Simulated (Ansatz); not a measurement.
# singlet O2F+: levels of theory compared

Wanted: a comparison of 6 runs (HF/STO-3G, revPBE/STO-3G, wB97M-V/STO-3G, wB97X/STO-3G, MP2/STO-3G, CCSDTQ/STO-3G) of singlet O2F+. 

Program for the calculation: Ansatz 0.2.0.

38 further runs of the same task are left out: 11 that didn't finish, 27 set aside as unsound or not needed.

**1. The structure to begin with**

O2F+ has 3 atoms, charge +1, and is taken as a singlet. As SMILES of the parent species, `[O]OF`. Geometry: relaxed at PBE0-D4/def2-TZVP. That shape belongs to the parent species and isn't relaxed for this state.

Bond lengths: O1–O2 1.181 Å. A long bond or contact: O2–F3 1.573 Å.

**2. The energy at HF/STO-3G (run 1)**

File job.yaml:

```yaml
crystal:
  periodic: [false, false, false]
  atoms:
    - {symbol: O, position_ang: [0.933400, -0.295440, 0.482240]}
    - {symbol: O, position_ang: [0.133270, 0.497870, 0.127930]}
    - {symbol: F, position_ang: [-1.066650, -0.202430, -0.610160]}
basis:
  gaussian:
    orbitals: STO-3G
hamiltonian:
  xc: hf
total_charge: 1
accuracy: high
```

Run with:

```
$ ansatz run job.yaml --threads 1 --pin off --max-ram 3480MiB --events-out events.jsonl --progress --plain --runs-dir runs
```

Log:

```text
Warning: RAYON_NUM_THREADS=1 ignored (pool sized by the plan → 1); use --threads N
Functional definition: HF
  name "HF"
  exchange = exact_x
  correlation = 0
250 factors; integrals over basis functions are off by at most 5.0e-8 eV
mean field evaluation 1: about -6659.5731 eV, gradient 3.7e1 eV
mean field evaluation 2: about -6659.7184 eV, gradient 3.7e1 eV
mean field evaluation 4: about -6669.3284 eV, gradient 1.5e1 eV
mean field evaluation 8: about -6671.6574 eV, gradient 5.7e-1 eV
mean field evaluation 16: about -6671.6380 eV, gradient 1.2e-8 eV
mean field evaluation 32: about -6643.8202 eV, gradient 4.2e1 eV
mean field evaluation 64: about -6671.4808 eV, gradient 2.0e-1 eV
mean field -6671.63798234 eV, -245.1781736524 hartree, gradient 1.2e-8 eV, S^2 0.000000; 0 other end points of the search recorded, 0 dependent functions left out
reference -6671.63798234 eV, -245.1781736524 hartree; 12, 12 occupied and 3, 3 virtual orbitals, 250 factors
Total energy: -6671.63798234 eV, -245.1781736524 hartree
```

Wall time 0.1 s (1 thread of Arm Neoverse V1, shared host).

**3. A single-point energy at revPBE/STO-3G (run 2)**

File molecule.yaml:

```yaml
basis:
  gaussian:
    orbitals: STO-3G
crystal:
  periodic: [false, false, false]
  atoms:
    - symbol: O
      position_ang: [0.933400, -0.295440, 0.482240]
    - symbol: O
      position_ang: [0.133270, 0.497870, 0.127930]
    - symbol: F
      position_ang: [-1.066650, -0.202430, -0.610160]
total_charge: 1
hamiltonian:
  xc: {name: revPBE}
accuracy: high
```

Run with:

```
$ ansatz run molecule.yaml --threads 1 --pin off --max-ram 3480MiB --events-out events.jsonl --progress --plain --runs-dir runs
```

Log:

```text
Warning: RAYON_NUM_THREADS=1 ignored (pool sized by the plan → 1); use --threads N
Functional definition: revPBE
  name "revPBE"
  parameter kappa = 1.245
  parameter beta = 0.06672455060314922
  exchange = pbe_x(kappa = kappa, mu = beta*pi^2/3)
  correlation = pbe_c(beta = beta)
250 factors; integrals over basis functions are off by at most 5.0e-8 eV
mean field evaluation 1: about -6692.8997 eV, gradient 4.0e1 eV
mean field evaluation 2: about -6389.5866 eV, gradient 1.3e2 eV
mean field evaluation 4: about -6666.5631 eV, gradient 8.4e1 eV
mean field evaluation 8: about -6700.4089 eV, gradient 3.1e-1 eV
mean field evaluation 16: about -6665.3456 eV, gradient 7.6e1 eV
mean field evaluation 32: about -6700.2859 eV, gradient 5.2e0 eV
mean field -6700.40940671 eV, -246.2355039959 hartree, gradient 4.6e-8 eV, S^2 0.000000; 3 other end points of the search recorded, 0 dependent functions left out
reference -6700.40940745 eV, -246.2355040233 hartree; 12, 12 occupied and 3, 3 virtual orbitals, 250 factors
Total energy: -6700.40940745 eV, -246.2355040233 hartree
```

Wall time 1.2 s (1 thread of Arm Neoverse V1, shared host).

Runs 3 to 5 aren't shown in full; the table further down has their settings and results.

**4. The energy at CCSDTQ/STO-3G (run 6)**

File in.yaml:

```yaml
crystal:
  periodic: [false, false, false]
  atoms:
    - {symbol: O, position_ang: [0.933400, -0.295440, 0.482240]}
    - {symbol: O, position_ang: [0.133270, 0.497870, 0.127930]}
    - {symbol: F, position_ang: [-1.066650, -0.202430, -0.610160]}
basis:
  gaussian:
    orbitals: STO-3G
total_charge: 1
correlation:
  method: ccsdtq
  frozen_orbitals: {F: 1, O: 1}
accuracy: high
scf:
  omitted_lower_state_checks: [cluster_reference, increment]
```

Run with:

```
$ ansatz run in.yaml --threads 1 --pin off --max-ram 3480MiB --events-out events.jsonl --progress --plain --runs-dir runs
```

Log:

```text
Warning: RAYON_NUM_THREADS=1 ignored (pool sized by the plan → 1); use --threads N
[... 14 lines left out ...]
3 core orbitals not correlated: weight in the atoms' cores, before any rotation towards them, 1.000 or more for the frozen orbitals, at most 0.000 for the correlated occupied ones
[... 58 lines left out ...]
Total energy: -6678.60763792 eV, -245.4343037709 hartree
Checks for a lower state left out: cluster_reference, increment
```

Wall time 15 s (1 thread of Arm Neoverse V1, shared host); peak memory 0.49 GiB.

**5. Overview of the runs**

```tsv
run	level	frozen core orbitals	energy (Eh)	wall time
1	HF/STO-3G	–	-245.178174	0.1 s
2	revPBE/STO-3G	–	-246.235504	1.2 s
3	wB97M-V/STO-3G	–	-246.244542	12 s
4	wB97X/STO-3G	–	-246.197671	3.6 s
5	MP2/STO-3G	3	-245.364640	0.28 s
6	CCSDTQ/STO-3G	3	-245.434304	15 s
```

**6. Outcome**

| quantity | value |
| --- | --- |
| run 6: total energy | -245.43430 Eh |
| run 6: correlation energy (3 core orbitals frozen) | -256.1 mEh |
| run 6: T1 diagnostic | 0.087 |

What this shows: Below the HF energy at the same shape and in the same basis (STO-3G): MP2 -186.5 mEh; CCSDTQ -256.1 mEh. Totals of different functionals can't be ranked against each other. In runs 5, 6 the log says that unrestricted orbitals would lower the reference, so the values rest on an unstable closed-shell determinant (other closed-shell runs at this shape may share the fault). In runs 1, 2, 3, 4, 5, 6 the basis is minimal, so the values are rough. All runs together took 32 s, the longest 15 s.
